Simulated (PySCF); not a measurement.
## SMILES ClC1CCCC1, C5H9Cl

Geometry:
| atom | x (Å) | y (Å) | z (Å) |
| --- | --- | --- | --- |
| Cl1 | 1.625 | -1.924 | 2.451 |
| C2 | 1.531 | -1.543 | 0.682 |
| C3 | 1.897 | -0.080 | 0.434 |
| C4 | 0.567 | 0.706 | 0.493 |
| C5 | -0.534 | -0.346 | 0.715 |
| C6 | 0.086 | -1.648 | 0.216 |
| H7 | 2.210 | -2.258 | 0.201 |
| H8 | 2.356 | -0.001 | -0.564 |
| H9 | 2.647 | 0.269 | 1.157 |
| H10 | 0.569 | 1.468 | 1.285 |
| H11 | 0.403 | 1.242 | -0.454 |
| H12 | -1.478 | -0.096 | 0.209 |
| H13 | -0.753 | -0.446 | 1.789 |
| H14 | -0.414 | -2.559 | 0.573 |
| H15 | 0.091 | -1.675 | -0.888 |

Level of theory: quadratic response CAM-B3LYP/def2-TZVPD first hyperpolarisability, Taylor convention, gas phase (PySCF). Geometry: PBE0-D3(BJ)/def2-SVP.

Problem. Give β for the processes computed.

Solution. In 10⁻³⁰ esu, Taylor convention; the vector part is βᵢ = ⅓ Σⱼ (βᵢⱼⱼ + βⱼᵢⱼ + βⱼⱼᵢ); β∥ is 3/5 of the vector part along the dipole, the dipole points from − to +:
```tsv
process	λ (nm)	β vector norm	β∥	β HRS	depolarisation ratio
static β(0;0,0)	∞	0.30	0.16	0.15	3.08
second harmonic β(−2ω;ω,ω)	1907	0.31	0.17	0.16	3.12
Pockels β(−ω;ω,0)	1907	0.30	0.17	–	–
second harmonic β(−2ω;ω,ω)	1064	0.35	0.19	0.17	3.19
Pockels β(−ω;ω,0)	1064	0.31	0.17	–	–
```

Problem. Which lowest excitations, dipole and polarisabilities go with it?

Solution. S1 7.11 eV (f = 0.001); S2 7.16 eV (f = 0.001); S3 7.66 eV (f = 0.026); dipole 2.23 D; isotropic α 72.1 au static, 72.2 au at 1907 nm, 72.6 au at 1064 nm, 72.7 au at 953.5 nm, 74.1 au at 532 nm.
